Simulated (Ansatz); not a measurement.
Process, species as SMILES: C#N (CH-N) → CHN+ (doublet, bonded as N#C) + e-
B3LYP-D3(BJ)/def2-TZVP geometries, fixed; electronic energies without zero-point terms.

How fast the adiabatic ionisation energy converges with the basis for several methods (Ansatz, a quantum-chemistry and plane-wave program): deviation from each method's own reference, in eV. References: B3LYP 13.539 eV, the value in pcseg-4; CCSD(T) 13.641 eV, Hartree-Fock in aug-cc-pVQZ plus the correlation part extrapolated as X^-3 from aug-cc-pVTZ and aug-cc-pVQZ; HF 11.998 eV, the value in aug-pcseg-3; MP2 14.078 eV, Hartree-Fock in aug-cc-pVQZ plus the correlation part extrapolated as X^-3 from aug-cc-pVTZ and aug-cc-pVQZ; PBE 13.519 eV, the value in pcseg-4; r2SCAN 13.426 eV, the value in pcseg-4. Cartesian d functions, on some or all atoms, in 6-31G*; all else is spherical. In correlated methods cores are frozen. Open shells are unrestricted. No added dispersion term, no relativity. 

| basis | functions | B3LYP | CCSD(T) | HF | MP2 | PBE | r2SCAN |
|---|---|---|---|---|---|---|---|
| def2-SV(P) | 30 | -0.044 | -0.373 | 0.135 | -0.387 | -0.044 | 0.017 |
| 6-31G* | 32 | -0.201 | -0.542 | -0.047 | -0.573 | -0.199 | -0.127 |
| def2-SVP | 33 | -0.041 | -0.349 | 0.126 | -0.357 | -0.040 | 0.023 |
| pcseg-1 | 33 | 0.006 | -0.351 | 0.135 | -0.380 | 0.003 | 0.055 |
| 6-311G** | 42 | -0.022 | -0.357 | 0.030 | -0.360 | -0.031 | 0.007 |
| def2-SVPD | 48 | 0.016 | -0.258 | 0.075 | -0.270 | 0.016 | 0.026 |
| 6-311+G** | 50 | 0.024 | -0.321 | 0.049 | -0.315 | 0.020 | 0.032 |
| aug-pcseg-1 | 55 | -0.040 | -0.354 | 0.003 | -0.385 | -0.034 | -0.028 |
| 6-311++G(2d,2p) | 64 | 0.014 | -0.205 | 0.023 | -0.208 | 0.014 | 0.018 |
| def2-TZVP | 68 | -0.016 | -0.158 | -0.005 | -0.178 | -0.017 | -0.012 |
| jun-cc-pV(T+d)Z | 92 | -0.008 | -0.143 | -0.010 | -0.166 | -0.004 | -0.006 |
| cc-pVQZ | 140 | -0.005 | -0.066 | -0.007 | -0.082 | -0.005 | -0.005 |

Mean absolute deviation over 6-311G**, 6-311+G**, 6-311++G(2d,2p), def2-TZVP, jun-cc-pV(T+d)Z: r2SCAN 0.015, B3LYP 0.017, PBE 0.017, HF 0.023, CCSD(T) 0.237, MP2 0.246 eV.
